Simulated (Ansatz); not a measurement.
**CH3AlF+: single points off equilibrium**

A test off equilibrium: a structure displaced at random from a GFN2-xTB minimum is computed at several levels, and each is set against CCSD(T).

Method: single points in def2-TZVPP; program: Ansatz 0.2.0, Gaussian basis.

Correlated methods freeze the cores.

## Step 1: Starting geometry

SMILES `F[CH+][AlH2]`, 6 atoms, charge 1, spin multiplicity 1.

Atoms are counted from 1 here; the program's logs count them from 0.

Bond lengths: F1–C2 1.285 Å, C2–Al3 2.232 Å, C2–H4 1.195 Å, Al3–H5 1.562 Å, Al3–H6 1.608 Å. Angles: F1–C2–Al3 121.3°, F1–C2–H4 109.1°, Al3–C2–H4 129.4°, C2–Al3–H5 110.3°, C2–Al3–H6 116.5°, H5–Al3–H6 133.2°.

Geometry (Å):

```xyz
6
CH3AlF
F    -0.3214   -1.8278    0.9043
C    -0.2562   -1.0571   -0.1222
Al    0.2548    1.1057    0.0817
H    -0.5661   -1.6752   -1.0967
H     0.2137    1.8054   -1.3142
H     0.6027    1.6237    1.5638
```

## Step 2: CCSD(T)/def2-TZVPP

Input file run/in.yaml:

```yaml
crystal:
  periodic: [false, false, false]
  atoms:
    - {symbol: F, position_ang: [-0.321400, -1.827800, 0.904300]}
    - {symbol: C, position_ang: [-0.256200, -1.057100, -0.122200]}
    - {symbol: Al, position_ang: [0.254800, 1.105700, 0.081700]}
    - {symbol: H, position_ang: [-0.566100, -1.675200, -1.096700]}
    - {symbol: H, position_ang: [0.213700, 1.805400, -1.314200]}
    - {symbol: H, position_ang: [0.602700, 1.623700, 1.563800]}
basis:
  gaussian: {orbitals: def2-TZVPP}
total_charge: 1
correlation: {method: ccsd_t}
output: {forces: true}
```

The command line of these runs was not kept.

## Step 3: PBE0-D4/def2-TZVPP

Changes to run/in.yaml since step 2:

```diff
@@ -12,3 +12,3 @@
 total_charge: 1
-correlation: {method: ccsd_t}
-output: {forces: true}
+hamiltonian: {xc: pbe0, dispersion: d4}
+output: {forces: true, orbitals: {seedname: orbitals}}
```

## Step 4: wB97M-V/def2-TZVPP

Changes to run/in.yaml since step 3:

```diff
@@ -12,3 +12,3 @@
 total_charge: 1
-hamiltonian: {xc: pbe0, dispersion: d4}
-output: {forces: true, orbitals: {seedname: orbitals}}
+hamiltonian: {xc: {name: wB97M-V}}
+output: {forces: true}
```

## Step 5: r2SCAN-D4/def2-TZVPP

Changes to run/in.yaml since step 4:

```diff
@@ -12,3 +12,3 @@
 total_charge: 1
-hamiltonian: {xc: {name: wB97M-V}}
+hamiltonian: {xc: r2scan, dispersion: d4}
 output: {forces: true}
```

## Step 6: PBE-D4/def2-TZVPP

Changes to run/in.yaml since step 5:

```diff
@@ -12,3 +12,3 @@
 total_charge: 1
-hamiltonian: {xc: r2scan, dispersion: d4}
+hamiltonian: {xc: pbe, dispersion: d4}
 output: {forces: true}
```

## Step 7: BLYP-D4/def2-TZVPP

Changes to run/in.yaml since step 6:

```diff
@@ -12,3 +12,3 @@
 total_charge: 1
-hamiltonian: {xc: pbe, dispersion: d4}
+hamiltonian: {xc: {name: BLYP}, dispersion: d4}
 output: {forces: true}
```

## Step 8: wB97X-V/def2-TZVPP

Changes to run/in.yaml since step 7:

```diff
@@ -12,3 +12,3 @@
 total_charge: 1
-hamiltonian: {xc: {name: BLYP}, dispersion: d4}
+hamiltonian: {xc: {name: wB97X-V}}
 output: {forces: true}
```

(Steps that only read results are left out.)

Q: Predict the outcome of this session. Wanted: energy less free atoms, CCSD(T)/def2-TZVPP; RMS force component; RMS force error; HOMO and LUMO, PBE0-D4; T1 diagnostic.

**Answer**, as computed:

| quantity | value |
| --- | --- |
| energy less free atoms, CCSD(T)/def2-TZVPP | -213.5 kcal/mol |
| RMS force component | 0.650 to 0.868 eV/Å over the methods |
| RMS force error | PBE0-D4 0.177, wB97M-V 0.095, r2SCAN-D4 0.057, PBE-D4 0.185, BLYP-D4 0.253, wB97X-V 0.065 eV/Å |
| HOMO and LUMO, PBE0-D4 | -14.09 and -10.46 eV |
| T1 diagnostic | 0.019 |

What this shows: Against CCSD(T) the functionals' energies less atoms differ by -16.2 to -4.4 kcal/mol, PBE-D4 by -16.2 kcal/mol. A larger basis would deepen the CCSD(T) value, while the functionals are nearly converged already, so the order here is not reliable. For forces r2SCAN-D4 does best and BLYP-D4 worst. Frozen-core CCSD(T) forces in triple zeta carry basis errors of their own, and this is one geometry, so small gaps rank nothing.
